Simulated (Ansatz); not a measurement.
Energy needed to pull apart SiH4O2 (SMILES O[SiH2]O), closed shell, into free ground-state atoms, from the structure below (displaced at random from a GFN2-xTB minimum); no zero-point or spin–orbit terms; open-shell atoms are treated unrestricted, in their ground-state multiplicity.

O1  (-1.421, -0.033, 0.288)
Si2  (0.139, 0.472, 0.035)
O3  (1.162, -0.740, -0.293)
H4  (-1.952, -0.479, -0.443)
H5  (0.283, 1.296, -1.117)
H6  (0.426, 1.099, 1.240)
H7  (1.302, -1.489, 0.273)
(Å)

Ansatz 0.2.0; basis: def2-TZVPP; cores frozen in the correlated methods.

| method | atomization energy (kcal/mol) |
| --- | --- |
| PBE-D4 | 600.9 |
| r2SCAN-D4 | 599.4 |
| PBE0-D4 | 588.8 |
| BHLYP-D4 | 579.0 |
| CAM-B3LYP-D4 | 603.5 |
| wB97M-V | 602.8 |
| HF | ? |
| MP2 | 599.4 |
| CCSD | ? |
| CCSD(T) | 586.8 |

Problem. What does HF give? (Judge from chemistry; the value comes from the calculation.)

Solution. The calculation gives: 428.9 kcal/mol, which is about 157.9 kcal/mol less than CCSD(T)/def2-TZVPP.

Problem. What does CCSD give? (To be estimated.)

Solution. Computed: 579.0 kcal/mol, which is about 7.8 kcal/mol less than CCSD(T)/def2-TZVPP.

In triple zeta the MP2 and coupled-cluster atomization energies are still short of their basis limit by a few kcal/mol a bond, whereas those of the functionals are nearly converged, so these differences are not deviations from converged CCSD(T).

The T1 diagnostic stays at or below 0.012.

For scale, one of the runs: CCSD(T)/def2-TZVPP forces, 160 basis functions (an equivalent command: `ansatz run in.yaml --threads 4`). Hardware: 4 CPU threads, shared host. Wall time 60 s; peak host memory 2.2 GiB.
